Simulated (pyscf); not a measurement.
Elementary routes open to H₂C=CH–F (SMILES C=CF) + F–C:–F (SMILES F[C]F) [singlet] in the gas phase (singlet surface):
A. H₂C=C(F)–CH(F)–F (SMILES C=C(F)C(F)F) (C–H broken; C–C, C–H formed)
B. C₃H₃F₃ (SMILES FC1CC1(F)F) (none broken; C–C, C–C formed)

Single points on ωB97X-D3(BJ)/def2-SVP structures (PySCF, gas phase).

Q: Rank the routes by free-energy barrier at 600 K, lowest first, for ωB97M-D3(BJ)/def2-TZVP energies (ideal gas, 1 atm, RRHO with modes under 100 cm⁻¹ raised to 100, one conformer, R ln 2 for chiral ones without a mode under 150 cm⁻¹).

A: B (167.6 kJ/mol), A (265.0 kJ/mol)

Route B is the fastest of these, ahead of the next by 97.4 kJ/mol. The most stable products are those of A (ΔG = -119.1 kJ/mol), whose barrier is 97.4 kJ/mol higher: the kinetic and the thermodynamic product differ. At 1200 K B is still the fastest. Only these routes are compared; each barrier is that of the saddle found, and lower ones may exist. One closed-shell reference is unstable to symmetry breaking; treat the single-reference values with care.
